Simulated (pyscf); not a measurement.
HN=Ge(Cl)–Cl + hydrogen (H₂) → Cl–Ge:–Cl [singlet] + ammonia (NH₃), a concerted two-bond exchange (singlet surface; Ge–N, H–H broken, H–N, H–N formed). Single points on ωB97X-D3(BJ)/def2-SVP structures (PySCF, gas phase). Energies in kcal/mol from the separated reactants.

Small-basis levels: PySCF, no dispersion term, spherical d functions. AM1 to PM7: differences of heats of formation from MOPAC, which are fitted to 298 K values and so differ in kind from electronic energies by zero-point and thermal terms. Cost: rough CPU time at the saddle relative to B3LYP/6-31G*+LANL2DZ, from one job on a shared machine.

```tsv
level	barrier	reaction energy	cost
SVWN5/6-31G*+LANL2DZ	14.0	-46.5	1.0
BP86/6-31G*+LANL2DZ	23.6	-44.9	1
B3LYP/3-21G	19.4	-36.6	1.0
B3LYP/6-31G*+LANL2DZ	29.2	-48.7	1
M06-2X/6-31G*+LANL2DZ	34.8	-47.2	2
PM3	41.6	+27.9	under 0.02
PM7	34.7	-16.9	under 0.02
ωB97M-D3(BJ)/def2-TZVP	36.5	-52.2	–
```

Against the last row the barrier runs from -22.5 (SVWN5/6-31G*+LANL2DZ) to +5.1 kcal/mol (PM3). ωB97M-D3(BJ)/def2-TZVP has limits of its own. On the product side the descent ends in an adduct with a Ge–N contact, 24.2 kcal/mol under the separated species and 112.0 kcal/mol under the saddle at ωB97X-D3(BJ)/def2-TZVP. What is counted as broken (Ge–N) persists as a longer contact in the product adduct; parting that adduct is a step of its own. At ωB97X-D3(BJ)/def2-TZVP the barrier from the zero used here is 39.8 kcal/mol. One saddle was located; it need not be the lowest between these sides. A restricted solution here is unstable towards spin polarisation, so biradical character is likely and single-reference numbers are less safe. In the def2 sets elements up to Kr have no core potential.
